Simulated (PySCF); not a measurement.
## Partial charges of `CO/C=C/Cl`

Species: C₃H₅ClO.
Atom-mapped SMILES: `[CH3:1][O:2]/[CH:3]=[CH:4]/[Cl:5]` (hydrogens: H6, H7, H8 on C1; H9 on C3; H10 on C4)

Structure used (PBE0-D3(BJ)/def2-SVP), in Å, numbered top down from 1:
```
atom  x, y, z in Å
C1    -0.9220    0.4004   -0.3019
O2    -0.0815    0.0616    0.7672
C3     1.1776   -0.2896    0.4811
C4     1.7401   -0.3551   -0.7345
Cl5    3.3906   -0.8305   -0.9246
H6    -1.9000    0.6546    0.1252
H7    -0.5322    1.2706   -0.8598
H8    -1.0408   -0.4447   -1.0035
H9     1.7482   -0.5351    1.3807
H10    1.2290   -0.1244   -1.6689
```

Density: PBE0/pcSseg-1 (PySCF); schemes: Mulliken, IAO, Hirshfeld and ESP-fitted. Isolated species at its PBE0-D3(BJ)/def2-SVP geometry (one conformer only).

Problem. Which atoms carry the highest charge in the Mulliken, IAO, Hirshfeld and ESP-fitted schemes?

Solution. The schemes don't all agree: Mulliken C3 (+0.217); IAO H9 (+0.171); Hirshfeld H6 (+0.059); ESP-fitted H10 (+0.240).

Problem. At which atom do the 4 schemes differ most?

Solution. At O2: from -0.443 (Mulliken) to -0.100 e (Hirshfeld), 0.343 e apart.

Problem. For which atoms does the sign change between the 4 schemes (beyond +0.03 e in one, beyond −0.03 e in another)?

Solution. For none.

Problem. Tabulate the Mulliken, IAO, Hirshfeld and ESP-fitted charges.

Solution. In e:

```
atom                    environment  Mulliken     IAO  Hirshfeld  ESP-fitted
  C1                 methoxy carbon    -0.063  -0.205     -0.028      -0.068
  O2                   ether oxygen    -0.443  -0.305     -0.100      -0.292
  C3  vinylic carbon bearing oxygen    +0.217  +0.055     +0.019      +0.205
  C4            vinylic C–Cl carbon    -0.274  -0.280     -0.087      -0.417
 Cl5                 vinyl chlorine    -0.105  -0.032     -0.054      -0.067
  H6                methyl hydrogen    +0.141  +0.166     +0.059      +0.114
  H7                methyl hydrogen    +0.115  +0.135     +0.045      +0.083
  H8                methyl hydrogen    +0.115  +0.135     +0.045      +0.083
  H9               vinylic hydrogen    +0.136  +0.171     +0.057      +0.119
 H10               vinylic hydrogen    +0.160  +0.162     +0.044      +0.240
```

Mean size of the charges over all atoms: Mulliken 0.177 e, ESP-fitted 0.169 e, IAO 0.164 e, Hirshfeld 0.054 e. Each set sums to the total charge, 0, to within 0.001 e. The Mulliken scheme gives each basis function's population to the atom it is centred on and halves the overlap population of two atoms between them.

Problem. How many electrons does the Hirshfeld scheme count on C3?

Solution. Z − q = 6 − (+0.019) = 5.981.

Problem. Sum the charges by element, for elements with more than one atom.

Solution. 
| element | atoms | Mulliken | IAO | Hirshfeld | ESP-fitted |
| --- | --- | --- | --- | --- | --- |
| C | 3 | -0.119 | -0.430 | -0.096 | -0.280 |
| H | 5 | +0.668 | +0.768 | +0.250 | +0.639 |
